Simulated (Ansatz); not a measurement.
# AlH3OSi: taking an electron away

One table from this session's results is given with a row withheld; the runs are named, their logs left out.

The runs use Ansatz 0.2.0, Gaussian basis; unrestricted cation, the program's frozen cores in correlated methods.

Levels to be run: UKS PBE-D4/def2-TZVPP; UKS r2SCAN-D4/def2-TZVPP; UKS PBE0-D4/def2-TZVPP; UKS B3LYP-D4/def2-TZVPP; UKS wB97X-V/def2-TZVPP; UKS wB97M-V/def2-TZVPP; UKS B2PLYP/def2-TZVPP; UHF-CCSD(T)/def2-TZVPP; UHF-MP2/def2-QZVPP; extrapolation to the limit; then −ε(HOMO) from the neutral's earlier runs with LDA (SPW92), PBE-D4, revPBE-D4, BLYP-D4, r2SCAN-D4, B97M-V, PBE0-D4, B3LYP-D4, r2SCANh-D4, r2SCAN0-D4, HSE06-D4, BHLYP-D4, CAM-B3LYP-D4, LC-ωPBE, ωB97X-V, ωB97M-V.

1 further run of the same task is left out (it didn't finish).

### The geometry

An earlier PBE0-D4 in a triple-zeta def2 set relaxation fixed the geometry.

SMILES `[O]1[AlH][SiH2]1`, 6 atoms, charge 0, spin multiplicity 1.

Atoms are counted from 1 here; the program's logs count them from 0.

Bond lengths: O1–Al2 1.740 Å, O1–Si3 1.688 Å, Al2–Si3 2.271 Å, Al2–H4 1.578 Å, Si3–H5 1.489 Å, Si3–H6 1.489 Å. Angles: Al2–O1–Si3 83.0°, O1–Al2–Si3 47.5°, O1–Al2–H4 129.8°, Si3–Al2–H4 177.4°, O1–Si3–Al2 49.5°, O1–Si3–H5 114.4°, O1–Si3–H6 114.4°, Al2–Si3–H5 126.3°, Al2–Si3–H6 126.3°, H5–Si3–H6 107.3°.

The first run:

in.yaml reads:

```yaml
crystal:
  periodic: [false, false, false]
  atoms:
    - {symbol: O, position_ang: [-0.821845, -0.701996, -0.180753]}
    - {symbol: Al, position_ang: [0.806119, -1.092360, 0.292078]}
    - {symbol: Si, position_ang: [-0.233507, 0.879970, -0.140894]}
    - {symbol: H, position_ang: [1.466263, -2.496163, 0.578603]}
    - {symbol: H, position_ang: [-0.273177, 1.585492, -1.451876]}
    - {symbol: H, position_ang: [-0.901654, 1.761057, 0.856743]}
basis:
  gaussian: {orbitals: def2-TZVPP}
total_charge: 1
magnetization: {spin_polarized: true, initial_magnetization: 1}
hamiltonian: {xc: pbe, dispersion: d4}
```

Launch:

```console
ansatz run in.yaml --threads 2 --pin off --events-out ev --progress --plain --max-ram 4352MiB
```

Among the steps run: Cation, UKS PBE-D4/def2-TZVPP; Cation, UKS r2SCAN-D4/def2-TZVPP; Cation, UKS PBE0-D4/def2-TZVPP; Cation, UKS B3LYP-D4/def2-TZVPP; Cation, UKS wB97X-V/def2-TZVPP; Cation, UKS wB97M-V/def2-TZVPP; Cation, UKS B2PLYP (frozen core)/def2-TZVPP; Cation, UHF-CCSD(T)/def2-TZVPP; Cation, UHF-MP2/def2-QZVPP.

One of the session's tables, all rows but one given; the rest of the session is left out.

Orbital estimates, from the neutral's runs:

| functional | −ε(HOMO) (eV) |
| --- | --- |
| LDA (SPW92) | 5.42 |
| PBE-D4 | 5.31 |
| revPBE-D4 | 5.26 |
| BLYP-D4 | 5.18 |
| r2SCAN-D4 | 5.49 |
| B97M-V | 5.56 |
| PBE0-D4 | ? |
| B3LYP-D4 | 6.15 |
| r2SCANh-D4 | 5.87 |
| r2SCAN0-D4 | 6.45 |
| HSE06-D4 | 5.94 |
| BHLYP-D4 | 7.25 |
| CAM-B3LYP-D4 | 7.56 |
| LC-ωPBE | 8.78 |
| ωB97X-V | 8.49 |
| ωB97M-V | 8.30 |

**Question.** Estimate the row for PBE0-D4.

As computed: −ε(HOMO) (eV): 6.33. In the column «−ε(HOMO) (eV)» it lies between B3LYP-D4 (6.15) and r2SCAN0-D4 (6.45).

To keep in mind: The cation may have settled in a state other than its lowest; no search over hole states beyond the program's own was made.
